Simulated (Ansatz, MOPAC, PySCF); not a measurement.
Molecule: CH₄N, charge 0, multiplicity 2. SMILES: [CH2]N
Geometry: optimised at B3LYP-D3(BJ)/def2-TZVP (Ansatz, an electronic-structure program).

Wanted: enthalpy of formation at 298 K, in kcal/mol. Conventions: UHF or UKS for open shells; 6-311+G** with 5d; 6-31G* and kin with 6d, 5d where marked; no spin-orbit coupling; no dispersion term unless named; LANL2DZ all-electron up to Ne; valence correlation only; non-relativistic. CBS(X,Y): correlation extrapolated as X^-3; Hartree-Fock from the larger set. [CCSD(T)-MP2]/basis is that difference in the basis named. Ab initio and DFT rows: single points at B3LYP-D3(BJ) geometries (Ansatz), with unscaled harmonic terms from B3LYP/6-31G* at its own minima, enthalpies of formation by atomisation with measured atoms. Semi-empirical rows: MOPAC heats of formation at their own minima for 298 K.

Coupled cluster (Ansatz) is a level with limits of its own, used here on species with T1 under 0.025 (0.045 for open shells) and stable references: RI-MP2/CBS(aug-cc-pVTZ,aug-cc-pVQZ)+[CCSD(T)-MP2]/aug-cc-pVTZ.

Value to compare with, RI-MP2/CBS(aug-cc-pVTZ,aug-cc-pVQZ)+[CCSD(T)-MP2]/aug-cc-pVTZ (Ansatz): 36.4 kcal/mol.

```
level             program  enthalpy of formation at 298 K (kcal/mol)  difference
----------------  -------  -----------------------------------------  ----------
PM6                 MOPAC                                       16.7       -19.7
HF/STO-3G          Ansatz                                      135.1        98.7
HF/LANL2DZ         Ansatz                                      207.1       170.7
HF/6-31G*          Ansatz                                      187.7       151.3
BP86/6-31G* (5d)    PySCF                                       20.3       -16.1
B3LYP/6-31G*       Ansatz                                       39.1         2.7
B3LYP/6-31G**      Ansatz                                       32.9        -3.5
B3LYP/def2-SVP     Ansatz                                       32.6        -3.8
B3LYP/cc-pVDZ      Ansatz                                       42.8         6.4
B3LYP/6-311+G**    Ansatz                                       34.2        -2.2
PBE0/6-311+G**     Ansatz                                       35.5        -0.9
M06-2X/6-311+G**    PySCF                                       40.3         3.9
MP2/6-31G*         Ansatz                                       93.1        56.7
PBE0/def2-TZVPD    Ansatz                                       33.4        -3.0
```

Among the 13 habitual levels, HF/LANL2DZ lies farthest from RI-MP2/CBS(aug-cc-pVTZ,aug-cc-pVQZ)+[CCSD(T)-MP2]/aug-cc-pVTZ (Ansatz) (170.7 kcal/mol) and PBE0/6-311+G** nearest (-0.9); 7 of 13 lie above it, and their mean absolute difference is 41.3 kcal/mol, the median 6.4. One case shows no general order.

The levels are drawn from those run, B3LYP/6-31G* more often than the rest, none by its result; runs whose electronic state is in doubt are left out.
